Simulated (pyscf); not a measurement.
Thermochemistry of product channels of H₃Si–SiH₂–Si(Cl)(Cl)–Cl + HCl on the singlet surface, in eV, from ωB97M-D3(BJ)/def2-TZVP energies (ideal gas, 1 atm, RRHO with modes under 100 cm⁻¹ raised to 100, one conformer, R ln 2 for chiral ones without a mode under 150 cm⁻¹). Optimised with ωB97X-D3(BJ)/def2-SVP in PySCF.

```csv
products,ΔE,ΔH(298 K),ΔG(900 K),ΔG(1200 K)
Cl–SiH(Cl)–Cl + H₃Si–SiH₂–Cl,[?],-0.87,-0.99,-1.01
Cl–Si(Cl)(Cl)–Cl + H₃Si–SiH₃,-0.89,-0.90,-0.74,[?]
```

### Question
Some entries are withheld; supply them.

### Answer

- Cl–SiH(Cl)–Cl + H₃Si–SiH₂–Cl, ΔE: -0.88
- Cl–Si(Cl)(Cl)–Cl + H₃Si–SiH₃, ΔG(1200 K): -0.68

These are energies of the channels, which say nothing of barriers.
